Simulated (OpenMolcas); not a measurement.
P4: a scaling law for B97-2

P4 has 4 atoms, charge 0, and is taken as a singlet. SMILES: `P12P3P1P23`. The shape is that of a PBE0-D4/def2-TZVP optimisation.

B97-2, gradient, OpenMolcas 26.06, on 1 thread of Arm Neoverse V1, shared host. N is the number of basis functions, t the processor time.

| basis | N | t (s) | ln N | ln t |
| --- | --- | --- | --- | --- |
| pcseg-0 | 52 | 3.9 | 3.951 | 1.361 |
| pcseg-1 | 72 | 9.3 | 4.277 | 2.230 |
| aug-pcseg-1 | 108 | ? | 4.682 | ? |
| pcseg-2 | 136 | 44 | 4.913 | 3.784 |

Task: Fit t = C·Nᵖ to the known rows and estimate the time in aug-pcseg-1.

Result: 
1. Means of the 3 rows: ln N = 4.38033, ln t = 2.4583.
2. Σ(Δln N)² = 0.47874, Σ(Δln N·Δln t) = 1.2009, so the slope is 1.2009/0.47874 = 2.5085.
3. Intercept: 2.4583 − (2.5085) × 4.38033 = -8.5298. The largest residual of the fit is 0.031.
4. ln t = -8.5298 + 2.5085 × 4.682, so t ≈ 25 s.

The run took 24 s, so the estimate is too long by a factor of about 1.0. The fitted power is 2.5, with the electron count fixed. SCF iterations also vary, from 9 to 12.
